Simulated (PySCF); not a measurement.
Energy of H (hydrogen, neutral) between two integer charges

The 1s alpha orbital of 1s1 is emptied in steps (occupation f), with all orbitals relaxed, ending at no electrons. Computed with PySCF 2.14 in def2-SVP (2s1p, 5 functions), with the non-relativistic Hamiltonian (point nucleus). The exact energy is a straight line in f; departures are measured from the line between the end points of the same method.

Task: Among UHF, LC-wPBE, wB97X, which shows the largest delocalisation error (convex curve), and which is closest to linear?

Result: Most convex: wB97X (-0.465 eV at f = 0.5); closest to linear: UHF (0.000 eV).

| f | UHF (eV) | LC-wPBE (eV) | wB97X (eV) |
| --- | --- | --- | --- |
| 1 | 0.000 | 0.000 | 0.000 |
| 0.75 | 0.000 | -0.282 | -0.374 |
| 0.5 | 0.000 | -0.330 | -0.465 |
| 0.25 | 0.000 | -0.181 | -0.294 |
| 0 | 0.000 | 0.000 | 0.000 |

```json
{"method": "UHF", "E(f=0) − E(f=1) (eV)": "13.586", "−ε at f=1 (eV)": "13.586", "−ε at f=0.5 (eV)": "13.586"}
{"method": "LC-wPBE", "E(f=0) − E(f=1) (eV)": "13.749", "−ε at f=1 (eV)": "12.150", "−ε at f=0.5 (eV)": "13.993"}
{"method": "wB97X", "E(f=0) − E(f=1) (eV)": "13.622", "−ε at f=1 (eV)": "11.561", "−ε at f=0.5 (eV)": "13.814"}
```

As f goes to zero the orbital energy of a semilocal functional can turn back, because the density of that orbital vanishes from the exchange-correlation potential.

Reference removal energy between the ground levels: 13.598 eV (theoretical estimate listed by NIST; NIST Atomic Spectra Database, ionization energies). UHF lacks correlation.
